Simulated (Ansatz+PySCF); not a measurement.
Values are calculated unless marked as measured or tabulated.
This Ansatz input gave a total energy of -534.65435 hartree.

```yaml
crystal:
  periodic: [false, false, false]
  atoms:
    - { symbol: O, position_ang: [0.0, 0.8387, -0.71524] }
    - { symbol: H, position_ang: [0.0, 1.59467, -0.10968] }
    - { symbol: Cl, position_ang: [0.0, -0.48849, 0.34304] }
basis:
  gaussian: { orbitals: def2-SVP }
hamiltonian:
  xc: hf
scf:
  omitted_lower_state_checks: [stability, starts, atomic_configurations, cluster_reference, orbital_swaps, given_window_search, neighbouring_geometries, increment]
```

Write an input for PySCF with the same method and basis set.

```python
from pyscf import gto, scf

mol = gto.M(atom="""
O 0.000000 0.838700 -0.715240
H 0.000000 1.594670 -0.109680
Cl 0.000000 -0.488490 0.343040
""", basis='def2-svp', charge=0, spin=0)
mf = scf.RHF(mol)
mf.kernel()
print(mf.converged, mf.e_tot, mf.spin_square()[0])
```

PySCF 2.14.0 gave -534.65435 hartree, 0.00 meV from the first.
